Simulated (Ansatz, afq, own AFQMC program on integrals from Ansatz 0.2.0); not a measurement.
## Atomization energy of ZrB, sextet

```tsv
atom	x (Å)	y (Å)	z (Å)
Zr	0.0000	0.0000	0.0000
B	0.0000	0.0000	2.1472
```

Atoms in their ground-state spins without spin–orbit coupling (mostly on UHF) minus the molecule (UHF), without zero-point energy. The geometry is a stationary point, not shown to be a minimum.

Basis def2-TZVP with its core potentials. Noble-gas cores (and the filled d shells of Ga–Kr and In–Xe) are frozen. Integrals, coupled cluster, full CI and functionals: Ansatz 0.2.0; the random walks run on the same integrals in our own AFQMC program. The CISD trial takes its coefficients from CCSD amplitudes. Released means that phaseless walkers are propagated on without the constraint, phases kept. Uncertainties: one standard error, sampling alone. No spin–orbit coupling. The metal's outer-core s and p shells are frozen, which shifts wave-function levels against functionals. The errors of all members are added in quadrature.

No full CI on the walks' own integrals is used here; CCSDT(Q) serves as the reference and is uncertain by about the last step of the cluster series. Each member takes its own surest rung, up to full CI.

The best estimate is CCSD(T) at the basis-set limit (CBS: def2-TZVPP and def2-QZVPP, with their diffuse functions for anions and beside diffuse sets, CCSD(T) itself extrapolated) plus the step from CCSD(T) to CCSDT(Q) in def2-TZVP. Rows without CBS are in def2-TZVP; B2PLYP and the wave-function rows carry a basis error of their own. Core correlation and relativity beyond core potentials are missing, and ± holds the sampling alone.

Cautions: no spin-orbit coupling; outer-core shells of the metal frozen; ZrB (sextet): lower spins were not checked, raised T1 diagnostic (T1 0.041, weight of the determinant 0.87, largest double 0.06), (T) is large, 7 % of the CCSD correlation, the released energies have errors that jump between times, so the bars are unsure, so no released level is given (meV from the phaseless value at times in 1/Eh: -10 ± 10 at 0.24, -105 ± 76 at 0.50, -37.7 ± 2.5 at 1.00, -45 ± 4 at 1.50), its ph-AFQMC/CISD value lies 81 ± 4 meV above CCSDT(Q); Zr (triplet): its ph-AFQMC/CISD value lies 26.1 ± 1.5 meV above full CI.

| level | atomization energy (kJ/mol) |
| --- | --- |
| B2PLYP | 244.0 |
| HF | 170.0 |
| wB97M-V | 238.2 |

From these cheaper values, estimate the atomization energy at the level of the best estimate.

239.7 kJ/mol (best estimate, highest rung CCSDT(Q)).

```csv
level,atomization energy (kJ/mol),error against the best estimate (kJ/mol)
MP2,257.0,17.3
CCSD,216.1,-23.6
CCSD(T),230.3,-9.4
ph-AFQMC/CISD,226.8 ± 0.4,-13.0 ± 0.4
HF/CBS,169.5,-70.2
MP2/CBS,260.1,20.4
CCSD(T)/CBS,238.4,-1.4
B3LYP,257.3,17.6
surest rungs in def2-TZVP,231.7,-8.0
```

Correlation beyond CCSD(T) adds 1.4 kJ/mol. Going to the basis-set limit adds 8.0 kJ/mol at CCSD(T). The perturbative (T) step is worth +14.3 kJ/mol.

Best estimates are given only where the step beyond CCSD(T) is under 0.3 eV and no member's determinant is very poor (T1 over 0.05, or 0.07 for open shells, ⟨S²⟩ too high by 0.3, two states mixed), so the hardest cases are missing from such tables.

The functionals ran in a triple-zeta set and keep a basis error of their own, a few kJ/mol for each bond in atomization energies and more for double hybrids, so close places among them and the extrapolated levels can swap.

Each member of a difference takes its own highest rung, so a best estimate needn't equal the limit plus the step of one row. A walk keeps the symmetry of its determinant, which the program's search chose and which needn't be the lowest solution, so a lower state of the same spin and another symmetry isn't excluded. The exponents were fitted on light atoms, and def2 sets of heavy atoms don't grow evenly, so the limit is rough here.
